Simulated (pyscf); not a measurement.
PySCF, gas phase, ωB97X-D3(BJ)/def2-SVP geometries.

Task: PBE/def2-TZVP puts the barrier of O=P–OH (SMILES O=PO) + H₂ (SMILES [H][H]) -> HO–PH–OH (SMILES OPO) (addition across a multiple bond or ene-type step; singlet surface; H–H broken, H–O, H–P formed) at 178.7 kJ/mol and the reaction energy at -30.0 kJ/mol, from the separated reactants. What do PBE0-D3(BJ)/def2-TZVP, M06-2X/def2-TZVP, ωB97M-D3(BJ)/def2-TZVP give on the same structures?

Result: PBE0-D3(BJ): ΔE‡ = 180.2 kJ/mol, ΔE = -53.1 kJ/mol; M06-2X: ΔE‡ = 202.4 kJ/mol, ΔE = -43.9 kJ/mol; ωB97M-D3(BJ): ΔE‡ = 201.3 kJ/mol, ΔE = -35.4 kJ/mol. PBE's barrier lies under all of them, by 1.5 to 23.7 kJ/mol. Its reaction energy lies over all of them, by 5.3 to 23.1 kJ/mol. On the product side the descent ends in a point that may be a rotor saddle (no frequency run), 4.7 kJ/mol over the lowest minimum found and 241.3 kJ/mol under the saddle at ωB97X-D3(BJ)/def2-TZVP. At the saddle there is also a short H–P contact that neither side keeps. This is the saddle that the search found; another between the same sides may lie lower.
